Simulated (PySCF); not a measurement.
All values below come from PBE-D3(BJ)/def2-TZVP // B3LYP-D3(BJ)/def2-TZVP (PySCF). Isolated molecules, 0 K electronic values unless said otherwise. One relaxed conformer stands for a flexible species; it need not be the lowest. 

Reference species (SMILES): `C=CC` (neutral, multiplicity 1).

```yaml
HOMO–LUMO gap: 5.64 eV
S1 oscillator strength: 0.000
```

Changed species: `C=CCNC` (C–C–C–N torsion 123°, C–C–N–C torsion 179°) (X = methylamino; the reference has X = H).

Task: Give the shifts of the HOMO–LUMO gap and S1 oscillator strength.

Result: the HOMO–LUMO gap drops by 1.39 eV, to 4.25 eV; the S1 oscillator strength hardly moves.
